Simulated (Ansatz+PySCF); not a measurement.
A calculation with PySCF 2.14.0.

```python
from pyscf import gto, scf, cc

mol = gto.M(atom="""
Na 0.000000 0.000000 -4.000000
H 1.371470 0.000000 0.824060
Al 0.000000 0.000000 0.000000
H -1.371470 0.000000 0.824060
""", basis='6-31g', charge=0, spin=0)
mf = scf.UHF(mol)
mf.kernel()
mycc = cc.CCSD(mf, frozen=10).run()
et = mycc.ccsd_t()
print(mf.e_tot, mycc.e_corr, et, mycc.e_tot + et)
```

The script is written out from the run's settings.

The run gave:

- Converged: yes
- Reference energy: -404.82736 hartree
- CCSD correlation energy: -0.06750 hartree
- Triples correction: -0.00153 hartree
- Total energy: -404.89639 hartree
- Spin squared of the determinant: 0.000

This is not the lowest solution: another run reaches a determinant 0.27 eV lower. Caution: large amplitudes, a single reference is doubtful.
